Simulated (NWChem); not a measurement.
**CH4FSi (SMILES C[SiH]F) at UHF/6-311++G(2d,2p)**

Aim: the vertical ionisation energy of CH4FSi at UHF/6-311++G(2d,2p), from 2 runs. 

The results are computed with NWChem 7.3.0.

## 1. Starting point

CH4FSi has 7 atoms, charge 0, and is taken as a doublet. SMILES: `C[SiH]F`. The coordinates come from a PBE0-D4/def2-TZVP relaxation.

Bond lengths: C1–Si2 1.864 Å, Si2–F3 1.609 Å, C1–H4 1.091 Å, C1–H5 1.093 Å, C1–H6 1.094 Å, Si2–H7 1.494 Å. Angles: C1–Si2–F3 108.7°, C1–Si2–H7 111.7°, F3–Si2–H7 106.7°, Si2–C1–H4 111.5°, Si2–C1–H5 109.9°, Si2–C1–H6 110.0°, H4–C1–H5 108.4°, H4–C1–H6 108.5°, H5–C1–H6 108.5°.

## 2. The energy at UHF/6-311++G(2d,2p)

The input, ch4fsi.xyz:

```xyz
7

C     -0.653500     0.389500    -0.298000
Si     0.917400    -0.594100    -0.104100
F      0.640700    -1.812800     0.909600
H     -1.444900    -0.207800    -0.754100
H     -0.470200     1.260900    -0.931700
H     -1.000700     0.738300     0.679600
H      2.011300     0.226000     0.498700
```

The input, ch4fsi.nw:

```
start ch4fsi
memory stack 880 mb heap 220 mb global 1100 mb
charge 0

geometry noautosym nocenter noautoz
 load format xyz ch4fsi.xyz
end

basis spherical bse
 * library "6-311++G(2d,2p)"
end

scf
 doublet
 uhf
 thresh 1e-08
 maxiter 80
 print low
end

task scf
```

On the command line:

```
$ nwchem ch4fsi.nw > ch4fsi.out
```

The program printed:

```text
[...]
  functions       =   129
[...]
  wavefunction    = UHF
[...]
         Total SCF energy =   -428.652308500666
      One electron energy =   -806.572543272536
      Two electron energy =    271.037775059098
 Nuclear repulsion energy =    106.882459712771
                       Sz =      0.5000
                 Sz(Sz+1) =      0.7500
                      S^2 =      0.7530
[...]
```

Wall time 47 s (1 thread of AMD EPYC 9R14 (Zen 4), shared host); peak memory 0.1 GiB.

## 3. The singlet cation at the same level

The input, test.nw:

```
echo
START test
TITLE "CH4FSi"
memory 2200 mb
charge 1

GEOMETRY noautosym nocenter noautoz
C     -0.653500     0.389500    -0.298000
Si     0.917400    -0.594100    -0.104100
F      0.640700    -1.812800     0.909600
H     -1.444900    -0.207800    -0.754100
H     -0.470200     1.260900    -0.931700
H     -1.000700     0.738300     0.679600
H      2.011300     0.226000     0.498700
END

BASIS "ao basis" spherical bse
* library "6-311++G(2d,2p)"
END

SCF
thresh 1e-08
maxiter 80
print low
END

TASK scf energy
```

On the command line:

```
$ nwchem test.nw > test.out
```

The program printed:

```text
[...]
  functions       =   129
[...]
  wavefunction    = RHF
[...]
         Total SCF energy =   -428.345885307021
      One-electron energy =   -797.855195144823
      Two-electron energy =    262.626850125030
 Nuclear repulsion energy =    106.882459712771
        Time for solution =     33.7s
 Task  times  cpu:       34.2s     wall:       34.2s
[...]
```

Wall time 35 s (1 thread of AMD EPYC 9R14 (Zen 4), shared host); peak memory 0.1 GiB.

## 4. Results

At UHF/6-311++G(2d,2p):

```
                                          quantity          value
                      doublet CH4FSi: total energy  -428.65231 Eh
                              doublet CH4FSi: ⟨S²⟩          0.753
                      singlet cation: total energy  -428.34589 Eh
vertical ionisation energy (to the singlet cation)       8.338 eV
```

In words: Removing an electron at fixed nuclei costs 8.34 eV (192 kcal/mol). Only the singlet of the ionised species was computed; a triplet could lie lower.
